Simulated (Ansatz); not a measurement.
A structure drawn as `ClC1=NCC1`, with this starting geometry:

Cartesian coordinates in Å:
```
Cl 2.2096 -1.5864 -0.3293
C 0.9007 -0.6576 0.0780
N 0.3481 -0.4468 1.1958
C -0.7548 0.3987 0.6774
C -0.0224 0.1787 -0.7171
H -0.6879 1.4455 0.9942
H -1.7402 -0.0112 0.7328
H 0.4040 1.0663 -1.1466
H -0.6570 -0.3871 -1.4851
```

Charge 0, multiplicity 1.

Relax it with Ansatz at PBE-D4/def2-SVP and then PBE0-D4/def2-TZVP. Is the drawn bonding still there?

Yes, every drawn bond is still there and no new one forms.

Give the relaxed structure. (Best estimate.)

Computed: 
Z-matrix (Å, degrees):
```
C
C 1 1.545
C 1 1.941 2 49.0
N 1 1.493 2 90.0 3 0.0
H 1 1.091 2 115.7 3 114.6
H 1 1.091 2 115.7 3 -114.6
H 2 1.090 1 116.7 3 -113.6
H 2 1.090 1 116.7 3 113.6
Cl 3 1.710 2 130.8 1 180.0
```
All modes are real.

Atoms count as bonded under 1.1 times the sum of their covalent radii (H–H under 0.85 Å, pairs among N, O and F under 1.55 Å), and a drawn bond as lost past 1.3 times.
